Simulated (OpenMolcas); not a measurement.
# Al2H3F (SMILES [F][AlH][AlH2]) at 5 levels

Aim: a comparison of 5 runs (HF/3-21G, HF/def2-SVP, B3LYP/6-31G*, CCSD(T)/cc-pVDZ) of Al2H3F. 

The calculation is run with OpenMolcas 26.06.

7 further runs of the same task are left out: 1 that didn't finish, 6 set aside as unsound or not needed.

### 1 The structure to begin with

Al2H3F: 6 atoms, total charge 0, spin state singlet. As SMILES, `[F][AlH][AlH2]`. Geometry: a GFN2-xTB relaxation, a rough one for these elements and not checked as a minimum.

Bond lengths: F1–Al2 1.656 Å, Al2–Al3 2.491 Å, Al2–H4 1.607 Å, Al3–H5 1.583 Å, Al3–H6 1.592 Å. Angles: F1–Al2–Al3 153.8°, F1–Al2–H4 118.2°, Al3–Al2–H4 88.0°, Al2–Al3–H5 92.8°, Al2–Al3–H6 144.5°, H5–Al3–H6 122.7°.

### 2 Energy and gradient at HF/3-21G (run 1)

mol.xyz reads:

```xyz
6

F     -1.119990    -2.545310     0.806290
Al    -0.497080    -1.146570     0.174250
Al     0.483360     1.137450     0.336570
H     -0.400670    -1.013540    -1.424410
H      0.584470     1.289750    -1.236210
H      0.949900     2.278230     1.343500
```

test.inp reads:

```
&GATEWAY
BasLib
$CurrDir
Coord
mol.xyz
Basis
3-21G
Group
NoSym
&SEWARD
&SCF
Thresholds
1e-10 1e-07 1e-07 1e-05
PrOrbitals
1 2
&ALASKA
```

The basis set 3-21G is read from a file made from the Basis Set Exchange's data (not shown).

Launch:

```bash
$ export MOLCAS_MEM=1860
$ pymolcas test.inp > test.log
```

The log of the run:

```text
--- Start Module: gateway ---
[...]
--- Stop Module: gateway /rc=_RC_ALL_IS_WELL_ ---
[...]
      Basis functions           41
[...]
--- Start Module: scf ---
[...]
       Convergence after  11 Iterations
[...]
::    Total SCF energy                               -581.8302622459
[...]
      Total spin, S                                     0.0000000000
[...]
      Total electronic charge=   38.000000
      Total            charge=   -0.000000
[...]
      Dipole Moment (debye):
      Origin of the operator (angstrom)=   -0.2699   -0.6058    0.3655
                   X=  6.1314E-01               Y=  1.4464E+00               Z=  1.0338E+00           Total=  1.8807E+00
      Quadrupole Moment (debye*angstrom):
[...]
--- Stop Module: scf /rc=_RC_ALL_IS_WELL_ ---
--- Start Module: alaska ---
[...]
 *              Molecular gradients               *
 **************************************************
  Irreducible representation: a
 ------------------------------------------------------------------------------------------
                              X                       Y                       Z
 ------------------------------------------------------------------------------------------
  F1                4.24423905632132E-04    6.49293407674278E-04   -6.26472988012328E-03
  AL2               7.11005873117787E-04    2.33638440399475E-03    1.28455331551449E-02
  AL3              -3.30987169488450E-03   -8.49858369974843E-03   -1.21449823942530E-02
  H4                6.19303660393961E-03    1.46115241997480E-02    2.95894095122495E-03
  H5               -3.57568408338338E-03   -8.03332996391892E-03    4.63561347744079E-03
  H6               -4.42910604424029E-04   -1.06528834772135E-03   -2.03037530942951E-03
 ------------------------------------------------------------------------------------------
--- Stop Module: alaska /rc=_RC_ALL_IS_WELL_ ---
[...]
```

Run time: 1.9 s. Hardware: 1 thread of Arm Neoverse V2, shared host; peak memory 0.37 GiB.

### 3 Energy and forces at HF/def2-SVP (run 2)

mol.xyz is that of step 2.

mol.input reads:

```
* Al2FH3 Hartree-Fock
>>> EXPORT MOLCAS_PRINT=2

&gateway
  baslib=$CurrDir
  coord=mol.xyz
  basis=def2-SVP
  group=NoSym

&seward

&scf
  thresholds=1e-10 1e-07 1e-07 1e-05
  prorbitals=1 2

&alaska
```

The basis set def2-SVP is read from a file made from the Basis Set Exchange's data (not shown).

Launch:

```bash
$ export MOLCAS_MEM=1860
$ pymolcas mol.input > mol.log
```

The log of the run:

```text
--- Start Module: gateway ---
[...]
--- Stop Module: gateway /rc=_RC_ALL_IS_WELL_ ---
[...]
      Basis functions           65
[...]
--- Start Module: scf ---
[...]
       Convergence after  13 Iterations
[...]
::    Total SCF energy                               -584.8025382467
[...]
      Total spin, S                                     0.0000000000
[...]
      Total electronic charge=   38.000000
      Total            charge=   -0.000000
[...]
      Dipole Moment (debye):
      Origin of the operator (angstrom)=   -0.2699   -0.6058    0.3655
                   X=  5.6109E-01               Y=  1.3268E+00               Z=  1.0447E+00           Total=  1.7795E+00
      Quadrupole Moment (debye*angstrom):
[...]
--- Stop Module: scf /rc=_RC_ALL_IS_WELL_ ---
[...]
--- Start Module: alaska ---
[...]
 *              Molecular gradients               *
 **************************************************
  Irreducible representation: a
 ------------------------------------------------------------------------------------------
                              X                       Y                       Z
 ------------------------------------------------------------------------------------------
  F1               -1.35905221241917E-03   -3.30679622496000E-03   -4.38973269226306E-03
  AL2               3.46804628899000E-03    8.75591097827488E-03    1.52667426334934E-02
  AL3              -5.65813921748148E-03   -1.37823697322821E-02   -9.26423355557349E-03
  H4                5.94832422838687E-03    1.37556845899495E-02   -2.30667124040851E-03
  H5               -3.38472784198723E-03   -7.85622543857467E-03   -5.65217081792024E-04
  H6                9.85548754520282E-04    2.43379582760195E-03    1.25911193651707E-03
 ------------------------------------------------------------------------------------------
--- Stop Module: alaska /rc=_RC_ALL_IS_WELL_ ---
[...]
```

Run time: 3.3 s. Hardware: 1 thread of Arm Neoverse V2, shared host; peak memory 0.4 GiB.

Runs 3 to 4 aren't shown in full; the table further down has their settings and results.

### 4 A single-point energy at CCSD(T)/cc-pVDZ (run 5)

mol.input reads:

```
>>> EXPORT MOLCAS_PRINT=2

&GATEWAY
 BasLib
 $CurrDir
 Coord
 6
 angstrom
 F       -1.119990      -2.545310       0.806290
 Al      -0.497080      -1.146570       0.174250
 Al       0.483360       1.137450       0.336570
 H       -0.400670      -1.013540      -1.424410
 H        0.584470       1.289750      -1.236210
 H        0.949900       2.278230       1.343500
 Basis
 cc-pVDZ
 Group
 NoSym

&SEWARD

&SCF
 Thresholds
 1e-10 1e-07 1e-07 1e-05
 PrOrbitals
 1 1

&RASSCF
 FileOrb
 $Project.ScfOrb
 Spin
 1
 Nactel
 0 0 0
 Inactive
 19
 Ras2
 0
 OutOrbitals
 Canonical
 OrbListing
 Few

&MOTRA
 JobIph
 Frozen
 11

&CCSDT
 CCT
 Triples
 2
 Iterations
 80
 Accuracy
 1e-08
 Extrapolation
 5 4
```

The basis set cc-pVDZ is read from a file made from the Basis Set Exchange's data (not shown).

Launch:

```bash
$ export MOLCAS_MEM=1860
$ pymolcas mol.input > mol.log
```

The log of the run:

```text
--- Start Module: gateway ---
[...]
--- Stop Module: gateway /rc=_RC_ALL_IS_WELL_ ---
[...]
      Basis functions           65
[...]
       Convergence after  11 Iterations
[...]
::    Total SCF energy                               -585.0410481482
[...]
      Total spin, S                                     0.0000000000
[...]
      Number of active orbitals                  0
[...]
      Spin quantum number                      0.0
[...]
      Active orbitals                            0
[...]
      Number of CSFs                             1
[...]
      Number of root(s) required                 1
[...]
      Convergence after  4 iterations
[...]
      Natural orbitals and occupation numbers for root  1
      ************************************************************************************************************************
      *                                                    Final results                                                     *
      ************************************************************************************************************************
[...]
::    RASSCF root number  1 Total energy:   -585.04104815
[...]
      Total electronic charge=   38.000000
      Total            charge=   -0.000000
[...]
      Dipole Moment (debye):
      Origin of the operator (angstrom)=   -0.2699   -0.6058    0.3655
                   X=  6.5030E-01               Y=  1.5207E+00               Z=  8.0155E-01           Total=  1.8379E+00
      Quadrupole Moment (debye*angstrom):
[...]
--- Start Module: motra ---
[...]
      *** WARNING: Default frozen orbitals is overwritten by user input.
      *** Default values:   5
[...]
--- Stop Module: motra /rc=_RC_ALL_IS_WELL_ ---
--- Start Module: ccsdt ---
[...]
      Convergence after                    15  Iterations
      Total energy (diff) :    -585.39025948       0.00000000
[...]
 METHOD                       : CCSD+T(CCSD)+<T3(1)WT1> = CCSD(T)
[...]
       CCSD     =      -585.3902594814117
[...]
--- Stop Module: ccsdt /rc=_RC_ALL_IS_WELL_ ---
[...]
```

Run time: 8.4 s. Hardware: 1 thread of Arm Neoverse V2, shared host; peak memory 0.4 GiB.

### 5 Overview of the runs

| run | level | integration grid | Cartesian functions | energy (Eh) | dipole moment (D) of the reference | HOMO energy (eV) | LUMO energy (eV) | wall time |
| --- | --- | --- | --- | --- | --- | --- | --- | --- |
| 1 | HF/3-21G | – | no | -581.830262 | 1.88 | -9.10 | -0.35 | 1.9 s |
| 2 | HF/def2-SVP | – | no | -584.802538 | 1.78 | -9.28 | -0.26 | 3.3 s |
| 3 | B3LYP/6-31G* (spherical functions) | UltraFine | no | -586.526029 | 1.44 | -6.59 | -3.05 | 11 s |
| 4 | B3LYP/6-31G* (Cartesian functions) | UltraFine | yes | -586.530289 | 1.44 | -6.59 | -3.05 | 11 s |
| 5 | CCSD(T)/cc-pVDZ | – | no | -585.396307 | 1.84 | -9.26 | -0.29 | 8.4 s |

### 6 Results

```
                                           quantity          value
                                run 5: total energy  -585.39631 Eh
          run 5: dipole moment (mean-field density)         1.84 D
         run 5: HOMO energy (Hartree–Fock orbitals)       -9.26 eV
         run 5: LUMO energy (Hartree–Fock orbitals)       -0.29 eV
       run 5: HOMO–LUMO gap (Hartree–Fock orbitals)        8.97 eV
run 5: correlation energy (11 core orbitals frozen)     -355.3 mEh
                              run 5: (T) correction      -6.05 mEh
```

**Reading.** Over runs 1, 2, 3, 4 the dipole moment (its size) runs from 1.44 D (B3LYP/6-31G*) to 1.88 D (HF/3-21G). The two ends differ in method and basis. Over runs 1, 2, 3, 4 the HOMO–LUMO gap runs from 3.54 eV (B3LYP/6-31G*) to 9.02 eV (HF/def2-SVP). All runs together took 36 s, the longest 11 s.
